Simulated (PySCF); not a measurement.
# Aluminium: highly charged ions in a basis for the neutral atom

Al¹⁰⁺ [He] 2s1, Al¹¹⁺ 1s2. All numbers are calculated (PySCF 2.14, the non-relativistic Hamiltonian (point nucleus), in pcseg-2). No spin-orbit coupling, so a gap to NIST mixes the basis error with missing relativistic terms.

Changed run: basis of the neutral atom used for a highly charged ion. This setting is unsound on purpose.

| species | method | sound run (hartree) | changed run (hartree) | converged |
| --- | --- | --- | --- | --- |
| Al¹⁰⁺ | UHF | not run | -177.07062 | yes |
| Al¹⁰⁺ | TPSS | not run | -177.15212 | yes |
| Al¹⁰⁺ | B3LYP | not run | -177.07492 | yes |
| Al¹¹⁺ | UHF | not run | -160.97857 | yes |
| Al¹¹⁺ | TPSS | not run | -161.03127 | yes |
| Al¹¹⁺ | B3LYP | not run | -160.93635 | yes |

Ionisation energy of Al¹⁰⁺:

```csv
method,changed run (eV),NIST (eV)
UHF,437.89,442.00
TPSS,438.67,442.00
B3LYP,439.15,442.00
```

The contracted functions were made for the neutral atom and can be too rigid for a highly charged ion.
